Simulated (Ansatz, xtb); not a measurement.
Relative energy of two isomers of H6OSi2+

We compare a, the doublet with the links of `[OH2+][SiH2][SiH2]`, with b, the doublet with the links of `[SiH2][OH+][SiH3]`. Both are isolated ions in the gas phase, relaxed with PBE0-D3(BJ)/def2-SVP; the shapes shown needn't be the lowest conformers.

a (Å):

```tsv
atom	x (Å)	y (Å)	z (Å)
O	-1.5844	-1.0708	0.6202
Si	-0.5993	0.4708	1.1544
Si	1.6520	0.0746	1.1933
H	-2.4674	-1.2691	0.9800
H	-1.4732	-1.5059	-0.2427
H	-1.0555	1.4454	0.1337
H	-1.2754	0.6005	2.4663
H	2.1358	-0.8930	2.2083
H	2.3413	0.1271	-0.1195
```

b (Å):

```xyz
9

O     0.7451    0.4527   -0.0482
Si    0.5217    0.2791   -1.8478
Si   -0.3730   -0.0753    1.2898
H    -1.4660    0.9196    1.2526
H    -0.7552   -1.4364    0.8572
H     0.5246    0.0017    2.4619
H    -0.9203   -0.0850   -1.8736
H     0.8810    1.6324   -2.3531
H     1.5722    0.8771    0.2407
```

Question: Estimate which is lower in electronic energy at CCSD(T)/def2-SVP + ΔMP2/def2-TZVPP, and by roughly how much.

Answer: The CCSD(T)/def2-SVP + ΔMP2/def2-TZVPP calculation puts structure b lower, by 66.3 kJ/mol.

How the difference moves with the method:

```json
{"level": "PBE0-D3(BJ)/def2-SVP", "geometry": "PBE0-D3(BJ)/def2-SVP", "E(b) − E(a) (kJ/mol)": "−42.3", "departure from the last row (kJ/mol)": "+24.1", "job, with rough time for the two": "optimisation, 4.1 min"}
{"level": "HF/def2-SVP", "geometry": "PBE0-D3(BJ)/def2-SVP", "E(b) − E(a) (kJ/mol)": "−85.7", "departure from the last row (kJ/mol)": "−19.4", "job, with rough time for the two": "part of the CCSD(T) run"}
{"level": "MP2/def2-SVP", "geometry": "PBE0-D3(BJ)/def2-SVP", "E(b) − E(a) (kJ/mol)": "−72.6", "departure from the last row (kJ/mol)": "−6.3", "job, with rough time for the two": "part of the CCSD(T) run"}
{"level": "CCSD(T)/def2-SVP", "geometry": "PBE0-D3(BJ)/def2-SVP", "E(b) − E(a) (kJ/mol)": "−66.0", "departure from the last row (kJ/mol)": "+0.4", "job, with rough time for the two": "single point"}
{"level": "CCSD(T)/def2-SVP + ΔMP2/def2-TZVPP", "geometry": "PBE0-D3(BJ)/def2-SVP", "E(b) − E(a) (kJ/mol)": "−66.3", "departure from the last row (kJ/mol)": "", "job, with rough time for the two": "single point, 62 s"}
```

As drawn, b has 1 O–Si, 1 Si–H in place of 1 Si–Si, 1 O–H.

The levels shown agree on the order. The largest departure from CCSD(T)/def2-SVP + ΔMP2/def2-TZVPP is that of PBE0-D3(BJ)/def2-SVP, 24.1 kJ/mol. Levels run at GFN2-xTB geometries aren't shown. The last row adds to CCSD(T) the change of the MP2 difference between the two basis sets, here −0.4 kJ/mol.

With harmonic frequencies from PBE0-D3(BJ)/def2-SVP (ideal gas, rigid rotor, one conformer each, 600 K, 1 atm): on the last row, ΔE + ΔZPE = −69.6 kJ/mol. A mode under 50 cm⁻¹ makes harmonic enthalpies and free energies unreliable, so none is given.

Open shells are spin-unrestricted. The correlated steps freeze 11 core orbitals. Run with Ansatz 0.2.0; the last row on 1 thread of Intel(R) Xeon(R) Processor @ 2.50GHz (Skylake/Cascade Lake) on a shared host.
